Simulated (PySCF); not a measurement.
H₂S₃.
Z-matrix (Å and degrees, PBE0-D3(BJ)/def2-SVP geometry), rows numbered from 1:
```
S 
S   1  2.0725
S   2  2.0724  1  107.31
H   1  1.3557  2   98.00  3    85.79
H   3  1.3557  2   98.00  1    85.89
```

The calculation used PBE0-D3(BJ)/def2-SVP geometry optimisation, gas phase in PySCF 2.14.0.

Take the most abundant isotopes and a rigid rotor. The values belong to one conformer.

What are A, B and C (cm⁻¹)?

Ia = 36.35, Ib = 188.06, Ic = 217.44 u·Å²; 505379 MHz·u·Å²/I gives 13902, 2687 and 2324 MHz, that is A = 0.46371, B = 0.08964, C = 0.07753 cm⁻¹.

What kind of rotor is it?

A near-prolate asymmetric top: κ = (2 × 2687 − 13902 − 2324)/(13902 − 2324) = -0.94.

What does the inertial defect say?

Not planar: Δ = Ic − Ia − Ib = -6.98 u·Å². For a rigid frame Δ = −2 Σ m c², so Σ m c² = 3.49 u·Å² lies off the ab plane: 3.37 from hydrogen and 0.12 from heavier atoms. The atom farthest from that plane is 1.29 Å away.

Give the other two planar moments, Paa and Pbb, and the rms extents of the mass along the axes.

Paa = Σ m a² = (Ib + Ic − Ia)/2 = 184.57 and Pbb = Σ m b² = (Ia + Ic − Ib)/2 = 32.87 u·Å². With the mass M = 97.93 u, the rms extents √(P/M) along a, b and c are 1.37, 0.58, 0.19 Å.

Give the coordinates in the principal-axis frame, origin at the centre of mass.

The sense of each axis is arbitrary; atoms in the order of the calculation.
```
atom  mass (u)   a (Å)   b (Å)   c (Å)
  S1    31.972  -1.669  -0.397  -0.044
  S2    31.972   0.000   0.831   0.000
  S3    31.972   1.669  -0.397   0.044
  H4     1.008  -1.797  -0.588   1.292
  H5     1.008   1.799  -0.586  -1.292
```

Which types of transition are allowed, and where do some lines up to J = 4 fall?

The dipole components are |μa| = 0.00 D, |μb| = 0.65 D, |μc| = 0.00 D; the symmetry axis of this C2 structure is b, so μa and μc vanish by symmetry and there are no a-type or c-type lines. Some lines, for components of 0.1 D or more:

```json
{"type": "b", "branch": "R", "J(Ka,Kc)": "3(0,3) ← 2(1,2)", "MHz": "4140", "lower level (cm⁻¹)": "0.863"}
{"type": "b", "branch": "R", "J(Ka,Kc)": "4(0,4) ← 3(1,3)", "MHz": "9615", "lower level (cm⁻¹)": "1.347"}
{"type": "b", "branch": "Q", "J(Ka,Kc)": "3(1,2) ← 3(0,3)", "MHz": "12523", "lower level (cm⁻¹)": "1.002"}
{"type": "b", "branch": "R", "J(Ka,Kc)": "2(1,2) ← 1(0,1)", "MHz": "20874", "lower level (cm⁻¹)": "0.167"}
{"type": "b", "branch": "R", "J(Ka,Kc)": "4(1,4) ← 3(0,3)", "MHz": "29648", "lower level (cm⁻¹)": "1.002"}
{"type": "b", "branch": "Q", "J(Ka,Kc)": "3(2,1) ← 3(1,2)", "MHz": "33147", "lower level (cm⁻¹)": "1.419"}
{"type": "b", "branch": "Q", "J(Ka,Kc)": "2(2,0) ← 2(1,1)", "MHz": "33652", "lower level (cm⁻¹)": "0.900"}
{"type": "b", "branch": "Q", "J(Ka,Kc)": "2(2,1) ← 2(1,2)", "MHz": "34732", "lower level (cm⁻¹)": "0.863"}
{"type": "b", "branch": "Q", "J(Ka,Kc)": "3(2,2) ← 3(1,3)", "MHz": "35282", "lower level (cm⁻¹)": "1.347"}
{"type": "b", "branch": "Q", "J(Ka,Kc)": "4(2,3) ← 4(1,4)", "MHz": "36019", "lower level (cm⁻¹)": "1.990"}
{"type": "b", "branch": "R", "J(Ka,Kc)": "2(2,1) ← 1(1,0)", "MHz": "44029", "lower level (cm⁻¹)": "0.553"}
{"type": "b", "branch": "R", "J(Ka,Kc)": "2(2,0) ← 1(1,1)", "MHz": "44401", "lower level (cm⁻¹)": "0.541"}
{"type": "b", "branch": "R", "J(Ka,Kc)": "4(2,3) ← 3(1,2)", "MHz": "53143", "lower level (cm⁻¹)": "1.419"}
{"type": "b", "branch": "R", "J(Ka,Kc)": "4(2,2) ← 3(1,3)", "MHz": "55451", "lower level (cm⁻¹)": "1.347"}
{"type": "b", "branch": "Q", "J(Ka,Kc)": "4(3,1) ← 4(2,2)", "MHz": "56880", "lower level (cm⁻¹)": "3.196"}
{"type": "b", "branch": "Q", "J(Ka,Kc)": "3(3,0) ← 3(2,1)", "MHz": "56941", "lower level (cm⁻¹)": "2.525"}
{"type": "b", "branch": "Q", "J(Ka,Kc)": "4(3,2) ← 4(2,3)", "MHz": "57008", "lower level (cm⁻¹)": "3.192"}
{"type": "b", "branch": "R", "J(Ka,Kc)": "3(3,0) ← 2(2,1)", "MHz": "72019", "lower level (cm⁻¹)": "2.022"}
{"type": "b", "branch": "R", "J(Ka,Kc)": "4(3,1) ← 3(2,2)", "MHz": "77049", "lower level (cm⁻¹)": "2.524"}
{"type": "b", "branch": "Q", "J(Ka,Kc)": "4(4,0) ← 4(3,1)", "MHz": "79755", "lower level (cm⁻¹)": "5.094"}
{"type": "b", "branch": "Q", "J(Ka,Kc)": "4(4,1) ← 4(3,2)", "MHz": "79756", "lower level (cm⁻¹)": "5.094"}
{"type": "b", "branch": "R", "J(Ka,Kc)": "4(4,1) ← 3(3,0)", "MHz": "99818", "lower level (cm⁻¹)": "4.424"}
{"type": "b", "branch": "R", "J(Ka,Kc)": "4(4,0) ← 3(3,1)", "MHz": "99819", "lower level (cm⁻¹)": "4.424"}
```

Estimate the classical rotational partition function at 10 K, 100 K and 200 K.

Point group C2, symmetry number σ = 2; q = (√π/σ)·√((kT/h)³/(ABC)), k/h = 20836.6 MHz/K: 286 at 10 K, 9050 at 100 K, 25600 at 200 K.

Stationary, but not proved a minimum. Zero-point vibration and centrifugal distortion are left out.
